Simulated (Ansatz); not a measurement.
## B–SiH–F, quartet: reading a ladder of total energies

Geometry: displaced at random from a stationary point.

```yaml
atoms:
  - { symbol: B, position_ang: [0.1072, -0.4959, 1.7903] }
  - { symbol: Si, position_ang: [-0.0577, 0.3751, 0.1716] }
  - { symbol: F, position_ang: [0.0189, -0.3642, -1.2652] }
  - { symbol: H, position_ang: [0.1020, 1.7330, -0.1354] }
```

Basis cc-pVDZ; Ansatz 0.2.0. Correlated methods freeze the noble-gas cores, which leaves 15 electrons in 44 orbitals. Prefix R: restricted or restricted open-shell reference; prefix U: unrestricted.

Full CI isn't at hand for all of this; UCCSDT(Q) serves as the reference, and is uncertain by about the last step of the cluster series.

Runs differ by some tens of microhartree through their thresholds and, for an open shell, their frozen cores, so steps under 0.03 kcal/mol mean nothing.

```json
{"level": "UHF", "total energy (hartree)": "-413.534239"}
{"level": "UMP2", "total energy (hartree)": "-413.838488"}
{"level": "UCCSD", "total energy (hartree)": "-413.864245"}
{"level": "UCCSD(T)", "total energy (hartree)": "-413.871996"}
{"level": "UCCSDT", "total energy (hartree)": "-413.873183"}
{"level": "UCCSDT(Q)", "total energy (hartree)": "-413.873947"}
```

Q: What is the correlation energy at UCCSDT(Q), and what share of it do UMP2 and UCCSD(T) recover?

A: E(corr) = -413.873947 − (-413.534239) = -0.339708 hartree = -9.244 eV. UMP2: -0.304249 / -0.339708 = 89.56 %. UCCSD(T): -0.337757 / -0.339708 = 99.43 %.

Q: By how many kcal/mol does UCCSD(T) miss UCCSDT(Q) (1 hartree = 627.509 kcal/mol), and which steps make up the rest?

A: -413.871996 − (-413.873947) = 0.001951 hartree = 1.22 kcal/mol. Steps: UCCSDT − UCCSD(T) = -0.74, UCCSDT(Q) − UCCSDT = -0.48 kcal/mol. Differences between like states or geometries often cancel part of this.
